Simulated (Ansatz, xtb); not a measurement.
Ranking isomers of CH5SSi+

3 gas-phase structures of CH5SSi+, found in a search over its isomers (lower ones may exist). Each was relaxed with GFN2-xTB:

A. a singlet given by its coordinates
B. `C=[S+][SiH3]`, a singlet
C. a singlet given by its coordinates

C (Å):

```xyz
8

C     0.9000    1.2557    1.6588
S    -1.5870   -0.9090    0.4989
Si   -0.1242    0.5714    0.2496
H     1.9236    1.4679    1.3417
H     0.9528    0.5657    2.5050
H     0.4820    2.1956    2.0272
H    -0.0372    0.9822   -1.1330
H    -1.4896   -1.0566    1.8254
```

Close contacts (Å): C1–Si3 1.87, S2–Si3 2.10, C1–H4 1.09, C1–H5 1.09, C1–H6 1.09, S2–H8 1.34, Si3–H7 1.44.

A (Å):

```xyz
8

C     0.7019    1.7425    1.7626
S    -0.6297    0.4985    2.0197
Si   -0.6190   -0.7337    0.3490
H     0.5370    2.2964    0.8451
H     1.6723    1.2582    1.7664
H     0.6286    2.4156    2.6123
H     0.2767   -0.5542   -0.7789
H    -1.5918   -1.8019    0.3950
```

Close contacts (Å): C1–S2 1.84, S2–Si3 2.08, C1–H4 1.08, C1–H5 1.08, C1–H6 1.09, Si3–H7 1.45, Si3–H8 1.45.

Q: Make a reasoned guess at their ranking by r2SCAN-D4/def2-SVP//GFN2-xTB single-point energy.

A: Calculated order at r2SCAN-D4/def2-SVP//GFN2-xTB: C (0.0), A (17.9), B (33.2) kcal/mol.

Energies above the lowest of each column, in kcal/mol; the last columns are at r2SCAN-D4/def2-SVP geometries and were run for some of them only (a dash: not run or not comparable):

| structure | GFN2-xTB | HF/STO-3G | r2SCAN-D4/def2-SVP//GFN2-xTB | r2SCAN-D4/def2-SVP | CCSD(T)/def2-TZVP |
| --- | --- | --- | --- | --- | --- |
| C | 0.0 | 0.0 | 0.0 | 0.0 | 0.0 |
| A | 3.2 | 11.9 | 17.9 | 18.4 | 16.2 |
| B | 25.5 | 29.8 | 33.2 | – | – |

Every level run on C puts it lowest or level with the lowest. Some further structures that were screened fall inside this span and aren't listed. Frequencies (r2SCAN-D4/def2-SVP) were run for A, C alone.

Programs: Ansatz 0.2.0, xtb 6.7.1.
